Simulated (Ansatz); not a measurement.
**C2H5O− (SMILES [OH-].C=C): a short trajectory**

Aim: follow the atoms for 80 steps of 0.25 fs with a Nosé-Hoover thermostat, with velocities drawn for 1000 K.

The runs use Ansatz 0.2.0, Gaussian basis; PBE0-D4/def2-SVPD.

**1. The starting structure**

The start, a pair relaxed at PBE0-D4: SMILES `[OH-].C=C`, 8 atoms, charge -1, spin multiplicity 1.

Atoms are counted from 1 here; the program's logs count them from 0.

Bond lengths: O1–H2 0.962 Å, C3–C4 1.329 Å, C3–H5 1.124 Å, C3–H6 1.092 Å, C4–H7 1.090 Å, C4–H8 1.089 Å. Angles: C4–C3–H5 124.0°, C4–C3–H6 118.4°, H5–C3–H6 117.6°, C3–C4–H7 123.1°, C3–C4–H8 120.8°, H7–C4–H8 116.1°.

Coordinates:

```xyz
8

O     0.6085   -0.5207   -2.3351
H    -0.0506   -1.0556   -2.7882
C     0.3958    0.3792    0.4178
C    -0.5816    0.1455    1.2876
H     0.4036   -0.0072   -0.6375
H     1.2461    0.9828    0.7413
H    -0.5746    0.5275    2.3083
H    -1.4472   -0.4514    1.0058
```

**2. The run**

Contents of md/in.yaml:

```yaml
crystal:
  periodic: [false, false, false]
  atoms:
    - {symbol: O, position_ang: [0.608491, -0.520729, -2.335085]}
    - {symbol: H, position_ang: [-0.050600, -1.055643, -2.788200]}
    - {symbol: C, position_ang: [0.395783, 0.379220, 0.417780]}
    - {symbol: C, position_ang: [-0.581626, 0.145454, 1.287648]}
    - {symbol: H, position_ang: [0.403628, -0.007172, -0.637505]}
    - {symbol: H, position_ang: [1.246118, 0.982806, 0.741329]}
    - {symbol: H, position_ang: [-0.574622, 0.527499, 2.308322]}
    - {symbol: H, position_ang: [-1.447171, -0.451436, 1.005811]}
basis:
  gaussian: {orbitals: def2-SVPD}
total_charge: -1
hamiltonian: {xc: pbe0, dispersion: d4}
md: {n_steps: 80, timestep: 0.25, temperature: 1000, ensemble: nvt_nose_hoover, seed: 208, initial_velocities: maxwell_boltzmann}
```

Command:

```console
ansatz run in.yaml --threads 2 --pin off --events-out ev --progress --plain --max-ram 5222MiB
```

Q: Predict the outcome of this session. Wanted: temperature at the start; mean temperature, second half; lowest and highest potential energy, from the first frame; largest change of potential + kinetic.

As calculated:

```
                                                 quantity              value
                                                   length  80 steps, 20.0 fs
                                 temperature at the start             1000 K
                            mean temperature, second half              574 K
lowest and highest potential energy, from the first frame      0 and 571 meV
                    largest change of potential + kinetic            8.2 meV
```

In words: The thermostat trades energy with the molecule, so the sum of potential and kinetic energy isn't conserved: it changes by +8 meV over the run. The mean temperature of the second half is still well below the 1000 K set. The instant temperature ranges from 275 to 1000 K, as energy passes between motion and strain. The molecule keeps its bonds.
